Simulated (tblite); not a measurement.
Species: C4H3S (doublet state).
Cartesian coordinates in Å at the GFN2-xTB level; atoms count from 1:
```xyz
8
C4H3S angstrom
C     -1.4211   -0.5619    0.1065
C     -0.5702    0.4629   -0.0320
C      0.8134    0.3234   -0.0653
C      2.0382    0.2161   -0.0965
S      3.6446    0.0723   -0.1384
H     -1.0697   -1.5750    0.2035
H     -2.4853   -0.4065    0.1263
H     -0.9409    1.4781   -0.1286
```

Computed geometry: GFN2-xTB, gas phase. This method treats the open shell by occupation alone, without spin polarisation.

Masses are those of the commonest isotopes; rigid-rotor values at the optimised geometry. 

(1) What are A, B and C (MHz)?

(2) What kind of rotor is it?

(3) What does the inertial defect say?

(4) Where do the levels up to J = 3 lie, in K?

Results:

(1) Ia = 12.12, Ib = 339.76, Ic = 351.88 u·Å²; 505379 MHz·u·Å²/I gives A = 41688, B = 1487, C = 1436 MHz.

(2) A near-prolate asymmetric top; Ray's κ = -0.997.

(3) Planar: Δ = Ic − Ia − Ib = 0.00 u·Å². For a rigid frame Δ = −2 Σ m c², so it vanishes when all atoms lie in the ab plane; here none is more than 0.01 Å from it.

(4) Above 0(0,0), as E/k:
J = 1: 1(0,1) 0.140, 1(1,1) 2.070, 1(1,0) 2.072
J = 2: 2(0,2) 0.421, 2(1,2) 2.348, 2(1,1) 2.355, 2(2,1) 8.143, 2(2,0) 8.143
J = 3: 3(0,3) 0.842, 3(1,3) 2.765, 3(1,2) 2.780, 3(2,2) 8.564, 3(2,1) 8.564, 3(3,1) 18.217, 3(3,0) 18.217

For this open shell read J as N, the rotation without spin; fine and hyperfine splittings come on top. Its GFN2-xTB frequencies are all real (lowest 112 cm⁻¹). Constants of a rigid frame at the computed geometry: no zero-point averaging, no centrifugal distortion.
